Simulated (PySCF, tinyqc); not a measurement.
Worked calculation: MP2 on RHF in the sto-3g basis, frozen core, for BH, spin multiplicity 1. The lowest restricted solution is unstable here: a spin-polarised one lies 0.0095 hartree lower (PySCF). Computed by tinyqc, a small Python program that keeps every step (integrals from PySCF). Settings: charge = 0, multiplicity = 1, basis = sto-3g, method = RHF, frozen orbitals = 1, energy threshold = 1e-10, iteration cap = 52, orthogonalisation = canonical, start = core, DIIS depth = 6. Command: `OMP_NUM_THREADS=1 python tinyqc.py 28157 28158 out.jsonl` (the two numbers bound the seeds that draw the settings). One thread of a shared host (Intel(R) Xeon(R) Processor @ 2.60GHz), about 0.09 s of CPU time with the checks. The early iterations of the SCF are left out here.

## One-electron integrals

Geometry (angstrom):
```
atom         x         y         z
B     0.000000  0.000000  0.000000
H     0.000000  0.000000  1.306000
```

Basis sto-3g: exponents (1/bohr^2) and contraction coefficients of normalised primitives:
```
element  l (shell)   exponent  coefficient
B            s (1)  48.791113     0.154329
B            s (1)   8.887362     0.535328
B            s (1)   2.405267     0.444635
B            s (2)   2.236956    -0.099967
B            s (2)   0.519821     0.399513
B            s (2)   0.169062     0.700115
B            p (3)   2.236956     0.155916
B            p (3)   0.519821     0.607684
B            p (3)   0.169062     0.391957
H            s (1)   3.425251     0.154329
H            s (1)   0.623914     0.535328
H            s (1)   0.168855     0.444635
```

Overlap, kinetic and nuclear-attraction integrals over the contracted functions; the nuclear repulsion is the sum of Za Zb / Rab.

nuclear repulsion = 2.02594644 hartree

overlap S:
```
           1B 1s     1B 2s    1B 2px    1B 2py    1B 2pz     2H 1s
1B 1s   1.000000  0.269328  0.000000  0.000000  0.000000  0.051097
1B 2s   0.269328  1.000000  0.000000  0.000000  0.000000  0.417732
1B 2px  0.000000  0.000000  1.000000  0.000000  0.000000  0.000000
1B 2py  0.000000  0.000000  0.000000  1.000000  0.000000  0.000000
1B 2pz  0.000000  0.000000  0.000000  0.000000  1.000000  0.446918
2H 1s   0.051097  0.417732  0.000000  0.000000  0.446918  1.000000
```

kinetic energy T (hartree):
```
            1B 1s      1B 2s    1B 2px    1B 2py    1B 2pz      2H 1s
1B 1s   10.826302  -0.047967  0.000000  0.000000  0.000000  -0.013779
1B 2s   -0.047967   0.359168  0.000000  0.000000  0.000000   0.062176
1B 2px   0.000000   0.000000  1.123881  0.000000  0.000000   0.000000
1B 2py   0.000000   0.000000  0.000000  1.123881  0.000000   0.000000
1B 2pz   0.000000   0.000000  0.000000  0.000000  1.123881   0.175285
2H 1s   -0.013779   0.062176  0.000000  0.000000  0.175285   0.760032
```

nuclear attraction V (hartree):
```
             1B 1s      1B 2s     1B 2px     1B 2py     1B 2pz      2H 1s
1B 1s   -23.552578  -3.248491   0.000000   0.000000  -0.015428  -0.620484
1B 2s    -3.248491  -4.167694   0.000000   0.000000  -0.141390  -1.518225
1B 2px    0.000000   0.000000  -4.103401   0.000000   0.000000   0.000000
1B 2py    0.000000   0.000000   0.000000  -4.103401   0.000000   0.000000
1B 2pz   -0.015428  -0.141390   0.000000   0.000000  -4.205273  -1.551465
2H 1s    -0.620484  -1.518225   0.000000   0.000000  -1.551465  -3.234121
```

core Hamiltonian H = T + V (hartree):
```
             1B 1s      1B 2s     1B 2px     1B 2py     1B 2pz      2H 1s
1B 1s   -12.726275  -3.296458   0.000000   0.000000  -0.015428  -0.634263
1B 2s    -3.296458  -3.808526   0.000000   0.000000  -0.141390  -1.456048
1B 2px    0.000000   0.000000  -2.979520   0.000000   0.000000   0.000000
1B 2py    0.000000   0.000000   0.000000  -2.979520   0.000000   0.000000
1B 2pz   -0.015428  -0.141390   0.000000   0.000000  -3.081392  -1.376180
2H 1s    -0.634263  -1.456048   0.000000   0.000000  -1.376180  -2.474090
```

## Two-electron integrals

Functions are numbered as in S; the eight-fold symmetry (ij|kl) = (ji|kl) = (kl|ij) leaves the list below.

Two-electron integrals (ij|kl) in chemists' order, unique and non-zero (hartree):
```
(11|11) 2.923513   (21|11) 0.518376   (21|21) 0.109262   (22|11) 0.744229
(22|21) 0.193177   (22|22) 0.544804   (31|31) 0.020264   (32|31) 0.029996
(32|32) 0.120346   (33|11) 0.742491   (33|21) 0.193240   (33|22) 0.544682
(33|33) 0.586773   (41|41) 0.020264   (42|41) 0.029996   (42|42) 0.120346
(43|43) 0.031630   (44|11) 0.742491   (44|21) 0.193240   (44|22) 0.544682
(44|33) 0.523513   (44|44) 0.586773   (51|51) 0.020264   (52|51) 0.029996
(52|52) 0.120346   (53|53) 0.031630   (54|54) 0.031630   (55|11) 0.742491
(55|21) 0.193240   (55|22) 0.544682   (55|33) 0.523513   (55|44) 0.523513
(55|55) 0.586773   (61|11) 0.097904   (61|21) 0.020573   (61|22) 0.036520
(61|33) 0.036344   (61|44) 0.036344   (61|51) 0.001482   (61|52) 0.002739
(61|55) 0.036894   (61|61) 0.003995   (62|11) 0.240033   (62|21) 0.063296
(62|22) 0.196848   (62|33) 0.191183   (62|44) 0.191183   (62|51) 0.006966
(62|52) 0.042718   (62|55) 0.207995   (62|61) 0.012728   (62|62) 0.098727
(63|31) 0.006284   (63|32) 0.029494   (63|53) 0.007939   (63|63) 0.010769
(64|41) 0.006284   (64|42) 0.029494   (64|54) 0.007939   (64|64) 0.010769
(65|11) 0.226206   (65|21) 0.060434   (65|22) 0.198345   (65|33) 0.187820
(65|44) 0.187820   (65|51) 0.012016   (65|52) 0.068755   (65|55) 0.219183
(65|61) 0.012734   (65|62) 0.116421   (65|65) 0.145267   (66|11) 0.401105
(66|21) 0.107730   (66|22) 0.379306   (66|33) 0.356858   (66|44) 0.356858
(66|51) 0.014245   (66|52) 0.116292   (66|55) 0.423754   (66|61) 0.022061
(66|62) 0.244379   (66|65) 0.312952   (66|66) 0.774606
```

## Orthogonalisation

S = U s U^T; canonical form X = U s^(-1/2), so that X^T S X = 1. Each column of U has its largest component positive (the first on a tie).

eigenvalues of S: 0.372040  0.796987  1.000000  1.000000  1.172626  1.658347

X:
```
                1          2          3         4          5         6
1B 1s    0.278420   0.785466   0.000000  0.000000   0.589176  0.208947
1B 2s   -0.860525  -0.546365   0.000000  0.000000   0.417008  0.412864
1B 2px   0.000000   0.000000  -0.392138  0.919906   0.000000  0.000000
1B 2py   0.000000   0.000000   0.919906  0.392138   0.000000  0.000000
1B 2pz  -0.792891   0.530307   0.000000  0.000000  -0.537300  0.350258
2H 1s    1.114084  -0.240893   0.000000  0.000000  -0.207537  0.515959
```

Within a degenerate level the vectors are fixed only up to a rotation; this is one choice.

## Iteration 6 (converged): orbitals

converged F (hartree):
```
            1B 1s      1B 2s    1B 2px    1B 2py     1B 2pz      2H 1s
1B 1s   -7.339371  -2.144494  0.000000  0.000000  -0.021654  -0.420737
1B 2s   -2.144494  -1.021389  0.000000  0.000000  -0.041904  -0.478618
1B 2px   0.000000   0.000000  0.268646  0.000000   0.000000   0.000000
1B 2py   0.000000   0.000000  0.000000  0.268646   0.000000   0.000000
1B 2pz  -0.021654  -0.041904  0.000000  0.000000  -0.095545  -0.391888
2H 1s   -0.420737  -0.478618  0.000000  0.000000  -0.391888  -0.351970
```

Diagonalise F' = X^T F X, C = X C', fill 3 alpha and 3 beta electrons from the bottom; D = 2 C_occ C_occ^T. Each column has its largest component positive (the first on a tie).

F' = X^T F X (hartree):
```
           1          2         3         4          5          6
1   0.506800  -0.617881  0.000000  0.000000  -0.340226  -0.231598
2  -0.617881  -2.900050  0.000000  0.000000  -3.070934  -1.449252
3   0.000000   0.000000  0.268646  0.000000   0.000000   0.000000
4   0.000000   0.000000  0.000000  0.268646   0.000000   0.000000
5  -0.340226  -3.070934  0.000000  0.000000  -3.691000  -1.765567
6  -0.231598  -1.449252  0.000000  0.000000  -1.765567  -1.421513
```

orbital energies (hartree): MO1 -7.344042, MO2 -0.552735, MO3 -0.247846, MO4 0.268646, MO5 0.268646, MO6 0.638861

coefficients C:
```
              MO1        MO2        MO3       MO4        MO5        MO6
1B 1s    0.992227  -0.213089  -0.197890  0.000000   0.000000   0.127205
1B 2s    0.028890   0.623748   0.762191  0.000000   0.000000  -0.642292
1B 2px   0.000000   0.000000   0.000000  0.858289  -0.513167   0.000000
1B 2py   0.000000   0.000000   0.000000  0.513167   0.858289   0.000000
1B 2pz   0.005776   0.206050  -0.577397  0.000000   0.000000  -0.972315
2H 1s   -0.006632   0.501728  -0.411181  0.000000   0.000000   1.089795
```

D after iteration 6:
```
            1B 1s      1B 2s    1B 2px    1B 2py     1B 2pz      2H 1s
1B 1s    2.138163  -0.510157  0.000000  0.000000   0.152170  -0.064248
1B 2s   -0.510157   1.941662  0.000000  0.000000  -0.622794  -0.001278
1B 2px   0.000000   0.000000  0.000000  0.000000   0.000000   0.000000
1B 2py   0.000000   0.000000  0.000000  0.000000   0.000000   0.000000
1B 2pz   0.152170  -0.622794  0.000000  0.000000   0.751756   0.681515
2H 1s   -0.064248  -0.001278  0.000000  0.000000   0.681515   0.841689
```

Within a degenerate level the vectors are fixed only up to a rotation; this is one choice.

## Convergence

Stop when the energy changes by less than 1e-10 hartree and every element of the error matrix X^T (F D S - S D F) X is below 3e-06.

Course of the cycle:
```
iteration   E (hartree)     change  largest element of the error matrix
1          -24.12076620          -                             6.86e-01
2          -24.74324401  -6.22e-01                             8.85e-02
3          -24.74860735  -5.36e-03                             1.55e-02
4          -24.74882295  -2.16e-04                             2.38e-03
5          -24.74882735  -4.40e-06                             6.61e-06
6          -24.74882735  -4.78e-11                             6.18e-07
```

PySCF RHF in the same basis = -24.74882735 hartree

Converged in 6 iterations.

## Integrals over molecular orbitals

(pq|rs) = sum C_ip C_jq C_kr C_ls (ij|kl), one index at a time.

one-electron integrals over orbitals h = C^T H C (hartree):
```
            1          2          3          4          5          6
1  -12.712789   0.268473   0.235524   0.000000   0.000000  -0.147207
2    0.268473  -3.032205  -0.161234   0.000000   0.000000   0.472056
3    0.235524  -0.161234  -2.885157   0.000000   0.000000  -0.232815
4    0.000000   0.000000   0.000000  -2.979520   0.000000   0.000000
5    0.000000   0.000000   0.000000   0.000000  -2.979520   0.000000
6   -0.147207   0.472056  -0.232815   0.000000   0.000000  -2.483725
```

Two-electron integrals over orbitals (pq|rs), unique and non-zero (hartree); the lowest 1 orbital is frozen and left out:
```
(22|22) 0.560004    (32|22) -0.069079   (32|32) 0.077181    (33|22) 0.421047
(33|32) 0.050608    (33|33) 0.549287    (42|42) 0.062580    (43|42) 0.044178
(43|43) 0.060329    (44|22) 0.457043    (44|32) 0.052448    (44|33) 0.497339
(44|44) 0.586773    (52|52) 0.062580    (53|52) 0.044178    (53|53) 0.060329
(54|54) 0.031630    (55|22) 0.457043    (55|32) 0.052448    (55|33) 0.497339
(55|44) 0.523513    (55|55) 0.586773    (62|22) -0.009116   (62|32) -0.052155
(62|33) -0.024788   (62|44) -0.093544   (62|55) -0.093544   (62|62) 0.119271
(63|22) -0.047851   (63|32) 0.066148    (63|33) 0.072329    (63|44) 0.048416
(63|55) 0.048416    (63|62) -0.056591   (63|63) 0.083294    (64|42) -0.035330
(64|43) -0.010990   (64|64) 0.031394    (65|52) -0.035330   (65|53) -0.010990
(65|65) 0.031394    (66|22) 0.560653    (66|32) -0.063962   (66|33) 0.456350
(66|44) 0.468288    (66|55) 0.468288    (66|62) 0.006722    (66|63) -0.041617
(66|66) 0.599013
```

## Second-order Moller-Plesset energy

Hartree-Fock energy = -24.74882735 hartree

E2 = sum_ijab (ia|jb) [2 (ia|jb) - (ib|ja)] / (e_i + e_j - e_a - e_b) over occupied i, j and virtual a, b; the opposite-spin part is (ia|jb)^2 / denominator, the rest is same-spin, and SCS-MP2 scales them by 6/5 and 1/3.

Terms:
```
i  j  a  b    (ia|jb)    (ib|ja)  denominator       term
2  2  6  6   0.119271   0.119271    -2.383192  -0.005969
3  3  6  6   0.083294   0.083294    -1.773414  -0.003912
3  3  5  5   0.060329   0.060329    -1.032984  -0.003523
3  3  4  4   0.060329   0.060329    -1.032984  -0.003523
2  2  5  5   0.062580   0.062580    -1.642762  -0.002384
2  2  4  4   0.062580   0.062580    -1.642762  -0.002384
2  3  6  6  -0.056591  -0.056591    -2.078303  -0.001541
3  2  6  6  -0.056591  -0.056591    -2.078303  -0.001541
2  3  5  5   0.044178   0.044178    -1.337873  -0.001459
3  2  5  5   0.044178   0.044178    -1.337873  -0.001459
2  3  4  4   0.044178   0.044178    -1.337873  -0.001459
3  2  4  4   0.044178   0.044178    -1.337873  -0.001459
```

Pair energies (hartree; pair i-j sums ij and ji):
```
pair  opposite spin  same spin
2-2       -0.010737   0.000000
3-2       -0.008917   0.000000
3-3       -0.010959   0.000000
```

MP2 correlation energy = -0.03061310 hartree

SCS-MP2 correlation energy = -0.03673572 hartree

MP2 total energy = -24.77944045 hartree
